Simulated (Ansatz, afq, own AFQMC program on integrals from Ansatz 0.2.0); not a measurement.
F⁺, triplet: AFQMC among the cluster methods

A free F cation.

Basis aug-cc-pVDZ. Noble-gas cores (and the filled d shells of Ga–Kr and In–Xe) are frozen. Ansatz 0.2.0 and our own AFQMC program on the same integrals; the CISD trial comes from CCSD amplitudes, and released means the phaseless constraint is let go. ± is one standard error of the sampling.

Determinant: UHF, the one that the program's search chose, which needn't be the lowest solution.

Full CI on the same integrals is exact in this basis and with this determinant's frozen core.

Cautions: the released energies have errors that jump between times, so the bars are unsure, so no released level is given (meV from the phaseless value at times in 1/Eh: -1.7 ± 0.3 at 0.24, -2.3 ± 0.4 at 0.51, -2.5 ± 0.5 at 0.99, -8 ± 5 at 1.62, -0.7 ± 1.4 at 2.40), though the last usable value meets full CI within the noise.

The T1 diagnostic is 0.0053 and the weight of the determinant in the CISD state is 0.976. The ⟨S²⟩ of the determinant is 2.005. The size of the correlated space is 6 electrons in 22 orbitals.

Reference: full CI, correlation energy -3.254 eV.

| level | E − E(reference) (meV) | share of correlation (%) |
| --- | --- | --- |
| HF | 3254.2 | 0.00 |
| MP2 | 447.0 | 86.27 |
| CCSD | 37.4 | 98.85 |
| CCSD(T) | 4.1 | 99.87 |
| CCSDT | 0.0 | 100.00 |
| CCSDT(Q) | 0.0 | 100.00 |
| CCSDTQ | 0.0 | 100.00 |
| ph-AFQMC/HF | 49.3 ± 11.5 | 98.49 |
| ph-AFQMC/CISD | 1.9 ± 0.4 | 99.94 |

CCSDT and higher add their correlation energy to the determinant of the CCSD(T) run, since their own runs factorise the integrals more tightly (a shift of under 2 meV). A walk keeps the symmetry of its determinant, which the program's search chose and which needn't be the lowest solution, so a lower state of the same spin and another symmetry isn't excluded.
